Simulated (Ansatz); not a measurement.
The input, for Ansatz 0.2.0:

```yaml
crystal:
  periodic: [false, false, false]
  atoms:
    - {symbol: Al, position_ang: [0.000000, 0.095389, 1.259469]}
    - {symbol: Al, position_ang: [0.000000, -0.016400, -1.372156]}
    - {symbol: H, position_ang: [0.000000, -0.846286, 2.967025]}
    - {symbol: H, position_ang: [0.000000, -1.268185, 0.049505]}
basis:
  gaussian: {orbitals: 6-31G, fitting: {mean_field: def2-universal-jkfit}}
magnetization: {spin_polarized: false}
hamiltonian: {xc: {name: r2SCAN}}
correlation: {method: ccsdt_q_b, electrons: outside_noble_gas}
```

```sh
$ ansatz run in.yaml --threads 1 --pin off --events-out ev --progress --plain --max-ram 2393MiB
```

Log:

```
292 factors; integrals over basis functions are off by at most 1.1e-1 eV
mean field evaluation 1: about -13220.2481 eV, gradient 9.7e0 eV
mean field evaluation 2: about -13220.2472 eV, gradient 9.7e0 eV
mean field evaluation 4: about -13220.7003 eV, gradient 3.2e0 eV
mean field evaluation 8: about -13220.7835 eV, gradient 2.9e-2 eV
mean field evaluation 16: about -13220.7835 eV, gradient 1.1e-6 eV
mean field -13220.78346804 eV, -485.8548310814 hartree, gradient 1.1e-6 eV, S^2 0.000000; 0 other end points of the search recorded, 0 dependent functions left out
10 core orbitals not correlated: weight in the atoms' cores, before any rotation towards them, 1.000 or more for the frozen orbitals, at most 0.000 for the correlated occupied ones
reference -13193.12390781 eV, -484.8383609915 hartree; 4, 4 occupied and 16, 16 virtual orbitals, 292 factors
second order -2.11250775 eV of doubles, -0.17037180 eV of singles
cycle   1  -2.74982990 eV  change   -4.7e-1 eV  update   8.7e-2
cycle   2  -3.09542891 eV  change   -3.5e-1 eV  update   4.3e-2
cycle   3  -3.13797836 eV  change   -4.3e-2 eV  update   1.6e-2
cycle   4  -3.14162691 eV  change   -3.6e-3 eV  update   6.8e-3
cycle   5  -3.14469938 eV  change   -3.1e-3 eV  update   2.6e-3
cycle   6  -3.14439254 eV  change    3.1e-4 eV  update   1.4e-3
cycle   7  -3.14415041 eV  change    2.4e-4 eV  update   6.4e-4
cycle   8  -3.14432685 eV  change   -1.8e-4 eV  update   3.8e-4
cycle   9  -3.14448514 eV  change   -1.6e-4 eV  update   2.0e-4
cycle  10  -3.14436541 eV  change    1.2e-4 eV  update   1.1e-4
cycle  11  -3.14435737 eV  change    8.0e-6 eV  update   5.7e-5
cycle  12  -3.14436038 eV  change   -3.0e-6 eV  update   2.3e-5
cycle  13  -3.14437576 eV  change   -1.5e-5 eV  update   9.4e-6
cycle  14  -3.14438410 eV  change   -8.3e-6 eV  update   4.4e-6
cycle  15  -3.14438422 eV  change   -1.2e-7 eV  update   1.9e-6
cycle  16  -3.14438307 eV  change    1.2e-6 eV  update   9.0e-7
cycle  17  -3.14438227 eV  change    7.9e-7 eV  update   4.3e-7
perturbative correction -0.00625155 eV, -0.0002297402 hartree
Total energy: -13196.27454164 eV, -484.9541446490 hartree
```

Ran on 1 thread of Arm Neoverse V1, shared host: 3.4 s wall, 0.09 GiB peak host memory.
